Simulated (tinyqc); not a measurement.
Born-Oppenheimer dynamics on the RHF/sto-3g surface (energies and gradients from PySCF), for H2O, spin multiplicity 1, step by step. Computed by tinyqc, a small Python program that keeps every step (integrals from PySCF). Settings: charge = 0, multiplicity = 1, basis = sto-3g, time step (fs) = 0.5, steps = 24. Command: `OMP_NUM_THREADS=1 python tinyqc.py 30172 30173 out.jsonl` (the two numbers bound the seeds that draw the settings). One thread of a shared host (Intel(R) Xeon(R) Processor @ 2.60GHz), about 2 s of CPU time with the checks.

positions (bohr):
```
          x        y        z
1O   0.0000  -0.0756  -0.0794
2H  -0.0246   1.2510   1.0998
3H   0.0038  -1.2850   1.1679
```

The total energy should stay constant up to terms of order dt^2; the step counts as short enough if it moves by less than 2 % of the largest kinetic energy.

Trajectory:
```
time (fs)  1O-2H (angstrom)  potential (hartree)  kinetic (hartree)  total (hartree)
0.0000               0.9393           -74.952489           0.000088       -74.952401
0.5000               0.9454           -74.954755           0.002230       -74.952525
1.0000               0.9596           -74.959494           0.006749       -74.952745
1.5000               0.9793           -74.963345           0.010474       -74.952871
2.0000               1.0012           -74.964199           0.011351       -74.952849
2.5000               1.0217           -74.962166           0.009426       -74.952739
3.0000               1.0383           -74.958790           0.006171       -74.952619
3.5000               1.0488           -74.955898           0.003364       -74.952534
4.0000               1.0520           -74.954818           0.002313       -74.952505
4.5000               1.0476           -74.956015           0.003481       -74.952535
5.0000               1.0359           -74.959014           0.006395       -74.952619
5.5000               1.0183           -74.962488           0.009749       -74.952739
6.0000               0.9968           -74.964614           0.011765       -74.952849
6.5000               0.9740           -74.963832           0.010959       -74.952874
7.0000               0.9534           -74.959980           0.007228       -74.952753
7.5000               0.9380           -74.955091           0.002556       -74.952535
8.0000               0.9309           -74.952502           0.000096       -74.952406
8.5000               0.9332           -74.954131           0.001633       -74.952497
9.0000               0.9445           -74.958628           0.005918       -74.952710
9.5000               0.9629           -74.962762           0.009909       -74.952853
10.0000              0.9852           -74.964180           0.011326       -74.952854
10.5000              1.0079           -74.962640           0.009881       -74.952759
11.0000              1.0280           -74.959458           0.006817       -74.952641
11.5000              1.0430           -74.956416           0.003867       -74.952549
12.0000              1.0512           -74.954945           0.002437       -74.952508
```

Is the time step short enough?

No. The total energy moves within 4.7e-04 hartree; that is over 2 % of the largest kinetic energy, so the time step is too long.
